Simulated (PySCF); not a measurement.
## Bond curve of BO⁺

Set-up: B def2-TZVP, O def2-TZVP; no relativity (PySCF 2.14). Energies in eV from B⁺ + O in their ground configurations at the same level. All curves are PBE0. state 1: ¹Σ⁺ (singlet), closed shell; state 2: ³Π (triplet), unpaired electrons σ ↑, π ↑, a second solution, started from another occupation; state 3: Ms = 0 determinant of mixed spin (⟨S²⟩ near 1.0), unpaired electrons σ ↑, π ↓, a second solution, started from another occupation.

| R (Å) | state 1 | state 2 | state 3 |
| --- | --- | --- | --- |
| 1.021 | -2.027 | 0.424 | 0.573 |
| 1.068 | -3.042 | -1.160 | -1.024 |
| 1.116 | -3.613 | -2.256 | -2.132 |
| 1.151 | -3.818 | -2.827 | -2.711 |
| 1.187 | -3.875 | -3.227 | -3.118 |
| 1.223 | -3.815 | -3.489 | -3.386 |
| 1.270 | -3.596 | -3.667 | -3.571 |
| 1.329 | -3.168 | -3.683 | -3.592 |
| 1.401 | -2.518 | -3.494 | -3.405 |
| 1.496 | -1.564 | -3.038 | -2.939 |

**Question.** Put a parabola through the three lowest points of the state 1 curve and estimate Re, k and ωe (reduced mass 6.521 u; 1 eV/Å² = 0.16022 mdyn/Å; ωe = 1302.8·√(k/μ) cm⁻¹).

**Answer.** Through R = 1.151, 1.187, 1.223 Å the second-order coefficient is 45.1 eV/Å², so Re ≈ 1.187 Å, k ≈ 14.5 mdyn/Å and ωe ≈ 1940 cm⁻¹. A polynomial fit of higher order to the unrounded PBE0 energies gives Re = 1.185 Å, k = 14.9 mdyn/Å, ωe = 1972 cm⁻¹; anharmonicity and rounding make the difference.

The higher-order fit for each curve: state 1: Re = 1.185 Å, ωe = 1972 cm⁻¹, De = 3.88 eV; state 2: Re = 1.304 Å, ωe = 1495 cm⁻¹, minimum 3.70 eV below the ground-state fragments; state 3: Re = 1.305 Å, ωe = 1500 cm⁻¹, minimum 3.61 eV below the ground-state fragments.

For an ion De counts to the pair picked by the measured ionisation energies or electron affinities, which need not be the lowest pair at this level.
